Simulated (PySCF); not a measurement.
## How the method moves the proton affinities of formaldehyde

Structure: `C=O` (CH2O). Non-hydrogen atoms are numbered in `[CH2:1]=[O:2]`.

All levels share the PBE0-D3(BJ)/def2-SVP structures and the PBE0-D3(BJ)/def2-SVP thermal terms; only the single-point energies (PySCF) change. Values are proton affinities (298 K, kJ/mol).

```jsonl
{"level": "LDA/def2-TZVP", "O2": "683", "abs. error": "27.7", "time": "3.2 s"}
{"level": "PBE0-D3(BJ)/def2-SV(P)", "O2": "689", "abs. error": "21.9", "time": "1.2 s"}
{"level": "PBE0-D3(BJ)/6-31+G*", "O2": "697", "abs. error": "13.8", "time": "1.3 s"}
{"level": "PBE0-D3(BJ)/6-31G", "O2": "700", "abs. error": "10.8", "time": "1 s"}
{"level": "BLYP-D3(BJ)/def2-TZVP", "O2": "703", "abs. error": "8.2", "time": "3.6 s"}
{"level": "PBE-D3(BJ)/def2-TZVP", "O2": "704", "abs. error": "6.8", "time": "3.9 s"}
{"level": "PBE0-D3(BJ)/ma-def2-SVP", "O2": "705", "abs. error": "5.6", "time": "1.4 s"}
{"level": "M06-L/def2-TZVP (grid 3)", "O2": "706", "abs. error": "5.3", "time": "7.1 s"}
{"level": "PBE0-D3(BJ)/pcseg-1", "O2": "706", "abs. error": "4.6", "time": "1.2 s"}
{"level": "BP86-D3(BJ)/def2-TZVP", "O2": "707", "abs. error": "4.3", "time": "3.7 s"}
{"level": "M06/def2-TZVP (grid 3)", "O2": "707", "abs. error": "4.1", "time": "5.4 s"}
{"level": "ωB97M-D3(BJ)/def2-TZVP (grid 3)", "O2": "708", "abs. error": "3.2", "time": "5.1 s"}
{"level": "PBE0-D3(BJ)/aug-pcseg-1", "O2": "708", "abs. error": "3.0", "time": "1.9 s"}
{"level": "M06-2X/def2-TZVP (grid 3)", "O2": "709", "abs. error": "2.0", "time": "5 s"}
{"level": "B3LYP-D3(BJ)/def2-TZVP", "O2": "711", "abs. error": "0.2", "time": "2.1 s"}
{"level": "PBE0-D3(BJ)/6-311+G**", "O2": "711", "abs. error": "0.1", "time": "1.6 s"}
{"level": "PBE0-D3(BJ)/def2-SVPD", "O2": "711", "abs. error": "0.2", "time": "1.8 s"}
{"level": "PBE0-D3(BJ)/6-31G*", "O2": "711", "abs. error": "0.5", "time": "1.1 s"}
{"level": "PBE0-D3(BJ)/aug-cc-pVDZ", "O2": "713", "abs. error": "2.1", "time": "1.9 s"}
{"level": "HSE06/def2-TZVP", "O2": "713", "abs. error": "2.4", "time": "4.4 s"}
{"level": "PBE0-D3(BJ)/def2-TZVPD", "O2": "714", "abs. error": "3.3", "time": "2.7 s"}
{"level": "PBE0-D3(BJ)/def2-TZVP", "O2": "715", "abs. error": "4.1", "time": "–"}
{"level": "PBE0-D3(BJ)/jun-cc-pV(T+d)Z", "O2": "717", "abs. error": "5.7", "time": "3.1 s"}
{"level": "PBE0-D3(BJ)/aug-cc-pVTZ", "O2": "717", "abs. error": "6.0", "time": "4.5 s"}
{"level": "PBE0-D3(BJ)/def2-QZVPPD", "O2": "717", "abs. error": "6.5", "time": "8.7 s"}
{"level": "PBE0-D3(BJ)/def2-QZVP", "O2": "718", "abs. error": "6.7", "time": "6.9 s"}
{"level": "PBE0-D3(BJ)/def2-TZVPP", "O2": "718", "abs. error": "7.6", "time": "2.7 s"}
{"level": "TPSSh-D3(BJ)/def2-TZVP (grid 3)", "O2": "719", "abs. error": "8.0", "time": "4.7 s"}
{"level": "ωB97X-D3(BJ)/def2-TZVP", "O2": "720", "abs. error": "9.0", "time": "2.3 s"}
{"level": "PBE0-D3(BJ)/cc-pVTZ", "O2": "721", "abs. error": "10.0", "time": "2.5 s"}
{"level": "PBE0-D3(BJ)/cc-pVDZ", "O2": "723", "abs. error": "12.3", "time": "1.3 s"}
{"level": "HF/def2-TZVP", "O2": "742", "abs. error": "30.8", "time": "0.67 s"}
{"level": "ATcT 1.112", "O2": "711", "abs. error": "", "time": ""}
```

Times are wall times for all single points of a level on 1 thread of Arm Neoverse N1, a shared host; the dash marks the run that also made the structures. BLYP, BP86, HSE06, LDA, M06-L, PBE ran on a slower path of this set-up, which computes the density-fitting integrals anew in every SCF cycle while the other levels store them. So the times needn't show the usual order of cost, and those levels read slower than they are.

Hartree-Fock leaves out electron correlation, so its proton affinities can be off by tens of kJ/mol.

The spread: 58 kJ/mol, from 683 to 742.

Differences come from unrounded values, so a last digit can differ from that of the printed terms.
